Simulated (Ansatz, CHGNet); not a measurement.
**How well does each level of theory give the formation enthalpy of rock-salt PbSe?**

Reference value: -0.518 ± 0.01 eV/atom (measured, 298 K, copied from a table, unchecked, not corrected to a static lattice, sources range from -0.533 to -0.518; as tabulated in Wang et al. (2021), doi:10.1038/s41598-021-94550-5).

```
level (code)            value (eV/atom)
----------------------  ---------------
CHGNet-r²SCAN (CHGNet)           -0.678
LDA (Ansatz)                     -0.521
PBE (Ansatz)                     -0.564
r²SCAN (Ansatz)                  -0.675
PBE0 (Ansatz)                       [?]
```

Some entries are withheld; supply them.


- PBE0 (Ansatz, a first-principles code), value (eV/atom): -0.631

Differences against the reference: CHGNet-r²SCAN -0.160 eV/atom, LDA -0.003 eV/atom, PBE -0.046 eV/atom, r²SCAN -0.157 eV/atom, PBE0 -0.113 eV/atom.

The best agreement in this table is that of LDA (-0.003 eV/atom). Farthest off: CHGNet-r²SCAN (-0.160 eV/atom), r²SCAN (-0.157 eV/atom). Within 0.05 eV/atom: LDA, PBE.

The reference has no zero-point or thermal correction, while the calculations are for a static lattice, so the differences are not the levels' errors alone.  Density-functional levels without +SOC have no spin–orbit coupling, which shifts binding energies of heavy elements. Each level is taken at its own relaxed cell. Ansatz's density-functional and Hartree–Fock values are scalar-relativistic unless marked +SOC, with PAW data made under PBE.

Machine-learned potentials (CHGNet-r²SCAN) are trained on DFT data, which may include these solids.

Differences are worked out from the printed values.
